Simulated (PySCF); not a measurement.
# LiHO, a cluster of ions: interaction energy

An exercise on one series of results from a longer session: the logs are not shown, and one member is left open.

Programs: PySCF 2.14.0. All values are calculated, for the isolated system unless a continuum is named. Atoms count from 0, parts from 1.

## Starting point

3 atoms, charge 0, multiplicity 1; geometry: GFN2-xTB. Parts: 1 = atom 0, `[Li+]`, charge 1; 2 = atoms 1–2, `[OH-]`, charge -1.

Set-up of the first run:

What the job is given:

```
{"job": {"xc": "PBE0", "basis": "def2-TZVPD", "d3": "d3bj", "grid": 3, "kind": "geom", "shake": 0.01}, "charge": 0, "multiplicity": 1, "parts": [{"atoms": "0-0", "charge": 1, "multiplicity": 1}, {"atoms": "1-2", "charge": -1, "multiplicity": 1}]}
Li    -0.164992    -0.326073    -0.013319
O     -1.626279    -0.722104    -0.319689
H     -2.534046    -0.979582    -0.512910
```

On the command line:

```
OMP_NUM_THREADS=1 python cluster_run.py task.json out
```

The driver reads the jobs from task.json and runs them one after another.

Steps of the session up to this table: Optimising the geometry at PBE0-D3(BJ)/def2-TZVPD; Coupled-cluster interaction energy: CCSD(T) and MP2, 1.58 Å; Coupled-cluster interaction energy: CCSD(T) and MP2, 1.66 Å; Coupled-cluster interaction energy: CCSD(T) and MP2, 1.74 Å; Coupled-cluster interaction energy: CCSD(T) and MP2, 1.50 Å; Coupled-cluster interaction energy: CCSD(T) and MP2, 1.97 Å; Coupled-cluster interaction energy: CCSD(T) and MP2, 1.42 Å; Coupled-cluster interaction energy: CCSD(T) and MP2, 2.37 Å; Coupled-cluster interaction energy: CCSD(T) and MP2, 3.16 Å.

One of the session's tables, all rows but one given; the rest of the session is left out.

It belongs to the step «Coupled-cluster interaction energy: CCSD(T) and MP2, 3.16 Å». 

| method | interaction energy (kcal/mol) |
| --- | --- |
| HF/aug-cc-pVDZ | -110.71 |
| MP2/aug-cc-pVDZ | -110.02 |
| CCSD/aug-cc-pVDZ | -110.12 |
| CCSD(T)/aug-cc-pVDZ | -110.12 |
| HF/aug-cc-pVQZ | -110.92 |
| MP2/aug-cc-pVQZ | -110.02 |
| SCS-MP2/aug-cc-pVQZ | ? |
| MP2, extrapolated | -110.00 |
| CCSD(T), limit estimate | -110.09 |

Q: Estimate the row for SCS-MP2/aug-cc-pVQZ from the others.

As computed: interaction energy (kcal/mol): -110.07. In the column «interaction energy (kcal/mol)» it lies between CCSD(T), limit estimate (-110.09) and MP2/aug-cc-pVDZ (-110.02).

To keep in mind: At 1.74 Å a test (T1, the size of the triples or of CCSD(T) less MP2, charge moved between the parts) flags the run, so its CCSD(T) estimate is not taken as a benchmark. At 1.97 Å a test (T1, the size of the triples or of CCSD(T) less MP2, charge moved between the parts) flags the run, so its CCSD(T) estimate is not taken as a benchmark. At 2.37 Å a test (T1, the size of the triples or of CCSD(T) less MP2, charge moved between the parts) flags the run, so its CCSD(T) estimate is not taken as a benchmark. At 3.16 Å a test (T1, the size of the triples or of CCSD(T) less MP2, charge moved between the parts) flags the run, so its CCSD(T) estimate is not taken as a benchmark.
